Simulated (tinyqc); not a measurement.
Worked calculation: Pariser-Parr-Pople SCF with singles CI, for the molecule C=CC=CC=C (SMILES; centres numbered as the heavy atoms are written). One step of it, computed by the program tinyqc.

Problem. Iteration 2: Fock matrix. F_rr = H_rr + P_rr gamma_rr / 2 + sum_(s != r) P_ss gamma_rs; F_rs = H_rs - P_rs gamma_rs / 2; E = tr P (H + F) / 2 + core repulsion sum_(r<s) z_r z_s gamma_rs.

P after iteration 1, order 1C, 2C, 3C, 4C, 5C, 6C:
```
[[1.000000, 0.897384, 0.000000, -0.367169, 0.000000, 0.244721],
 [0.897384, 1.000000, 0.436252, 0.000000, -0.066227, 0.000000],
 [0.000000, 0.436252, 1.000000, 0.821505, 0.000000, -0.367169],
 [-0.367169, 0.000000, 0.821505, 1.000000, 0.436252, 0.000000],
 [0.000000, -0.066227, 0.000000, 0.436252, 1.000000, 0.897384],
 [0.244721, 0.000000, -0.367169, 0.000000, 0.897384, 1.000000]]
```

core matrix H (eV), order 1C, 2C, 3C, 4C, 5C, 6C:
```
[[-26.841290, -2.230000, 0.000000, 0.000000, 0.000000, 0.000000],
 [-2.230000, -30.377557, -2.230000, 0.000000, 0.000000, 0.000000],
 [0.000000, -2.230000, -31.959746, -2.230000, 0.000000, 0.000000],
 [0.000000, 0.000000, -2.230000, -31.959746, -2.230000, 0.000000],
 [0.000000, 0.000000, 0.000000, -2.230000, -30.377557, -2.230000],
 [0.000000, 0.000000, 0.000000, 0.000000, -2.230000, -26.841290]]
```

repulsion gamma_rs (eV), order 1C, 2C, 3C, 4C, 5C, 6C:
```
[[11.850000, 5.506551, 3.955641, 2.927270, 2.374063, 1.967766],
 [5.506551, 11.850000, 5.504644, 3.955641, 2.926659, 2.374063],
 [3.955641, 5.504644, 11.850000, 5.506551, 3.955641, 2.927270],
 [2.927270, 3.955641, 5.506551, 11.850000, 5.504644, 3.955641],
 [2.374063, 2.926659, 3.955641, 5.504644, 11.850000, 5.506551],
 [1.967766, 2.374063, 2.927270, 3.955641, 5.506551, 11.850000]]
```

Centres (angstrom, eV; a flat drawing with bonds scaled to 1.40 angstrom):
```
centre          x          y  core charge z          W   gamma_rr
1C      -3.045000  -0.196000              1  10.110000  11.850000
2C      -1.799000   0.442000              1  10.110000  11.850000
3C      -0.623000  -0.319000              1  10.110000  11.850000
4C       0.623000   0.319000              1  10.110000  11.850000
5C       1.799000  -0.442000              1  10.110000  11.850000
6C       3.045000   0.196000              1  10.110000  11.850000
```

Give: F; pi energy.

Solution.

F (eV), order 1C, 2C, 3C, 4C, 5C, 6C:
```
[[-4.1850, -4.7007, 0.0000, 0.5374, 0.0000, -0.2408],
 [-4.7007, -4.1850, -3.4307, 0.0000, 0.0969, 0.0000],
 [0.0000, -3.4307, -4.1850, -4.4918, 0.0000, 0.5374],
 [0.5374, 0.0000, -4.4918, -4.1850, -3.4307, 0.0000],
 [0.0000, 0.0969, 0.0000, -3.4307, -4.1850, -4.7007],
 [-0.2408, 0.0000, 0.5374, 0.0000, -4.7007, -4.1850]]
```

pi energy = -66.2451 eV
